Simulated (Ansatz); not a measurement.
**SiH₅ (doublet): the correlation ladder at distance H1–H2 along a hydrogen transfer = 0.745 Å, cc-pVTZ**

Aim: climb from Hartree-Fock through coupled cluster and multireference methods for SiH₅ (doublet) at one geometry and basis, and see what each rung misses.

The runs use Ansatz 0.2.0, Gaussian basis; cc-pVTZ, core rule «outside noble gas», up to 5 orbitals frozen.

The runs, in order: UHF; CCSD(T) on ROHF; CCSD(T) on UHF; BCCD(T) on ROHF; CCSDT(Q) on ROHF; CCSDT(Q) on UHF; CASSCF and NEVPT2, 3 electrons in 3 orbitals; CASSCF and NEVPT2, 9 electrons in 9 orbitals.

### 1 The geometry

The geometry derives from fragments relaxed apart (PBE0/def2-TZVP) and kept rigid, so it is no stationary point. A hydrogen atom is moved between rigid fragments.

6 atoms, charge 0, spin multiplicity 2.

Atoms are counted from 1 here; the program's logs count them from 0.

Bond lengths: H1–H2 0.745 Å, Si3–H4 1.486 Å, Si3–H5 1.486 Å, Si3–H6 1.486 Å. Angles: H4–Si3–H5 111.3°, H4–Si3–H6 111.3°, H5–Si3–H6 111.3°.

### 2 UHF

in.yaml

```yaml
crystal:
  periodic: [false, false, false]
  atoms:
    - {symbol: H, position_ang: [-2.675503, 0.000000, -0.000001]}
    - {symbol: H, position_ang: [-1.930503, 0.000000, -0.000001]}
    - {symbol: Si, position_ang: [0.105497, 0.000000, 0.000000]}
    - {symbol: H, position_ang: [0.555471, -1.416253, 0.000000]}
    - {symbol: H, position_ang: [0.555471, 0.708126, -1.226511]}
    - {symbol: H, position_ang: [0.555470, 0.708127, 1.226511]}
basis:
  gaussian: {orbitals: cc-pVTZ}
magnetization: {spin_polarized: true, initial_magnetization: 1}
hamiltonian: {xc: hf}
output: {orbitals: {seedname: orbitals}}
```

Launch:

```bash
$ ansatz run in.yaml --threads 1 --pin off --events-out ev --progress --plain --max-ram 4096MiB --backend cpu
```

After this run come: CCSD(T) on ROHF; CCSD(T) on UHF; BCCD(T) on ROHF; CCSDT(Q) on ROHF; CCSDT(Q) on UHF; CASSCF and NEVPT2, 3 electrons in 3 orbitals; CASSCF and NEVPT2, 9 electrons in 9 orbitals.

Q: Predict the results of all the runs planned. Wanted: UCCSDT(Q) below the RHF energy; RMP2 from UCCSDT(Q); UMP2 from UCCSDT(Q); RCCSD from UCCSDT(Q); RCCSD(T) from UCCSDT(Q); UCCSD(T) from UCCSDT(Q); RCCSDT(Q) from UCCSDT(Q); NEVPT2 pair from UCCSDT(Q); NEVPT2 valence from UCCSDT(Q).

The runs gave:

| quantity | value |
| --- | --- |
| UCCSDT(Q) below the RHF energy | -5.3795 eV |
| RMP2 from UCCSDT(Q) | +103.5 kJ/mol |
| UMP2 from UCCSDT(Q) | +103.3 kJ/mol |
| RCCSD from UCCSDT(Q) | +14.1 kJ/mol |
| RCCSD(T) from UCCSDT(Q) | +2.7 kJ/mol |
| UCCSD(T) from UCCSDT(Q) | +2.7 kJ/mol |
| RCCSDT(Q) from UCCSDT(Q) | +0.1 kJ/mol |
| NEVPT2 pair from UCCSDT(Q) | +103.7 kJ/mol |
| NEVPT2 valence from UCCSDT(Q) | +107.7 kJ/mol |
| levels within 1 kcal/mol (43 meV) | RCCSD(T), UCCSD(T), BCCD(T), RCCSDT, UCCSDT, RCCSDT(Q) |
| T1 diagnostic | 0.020 |
| effectively unpaired electrons | 1.01 |

RCCSD(T) lands +2.7 kJ/mol from the yardstick (0.5 % of the correlation energy). One determinant dominates. Of the multireference levels listed NEVPT2 pair comes nearest in total energy (+103.7 kJ/mol), which doesn't show that its space is the better one. These misses are within one basis, not against nature; the frozen cores of restricted and unrestricted runs differ, which can shift their rows.
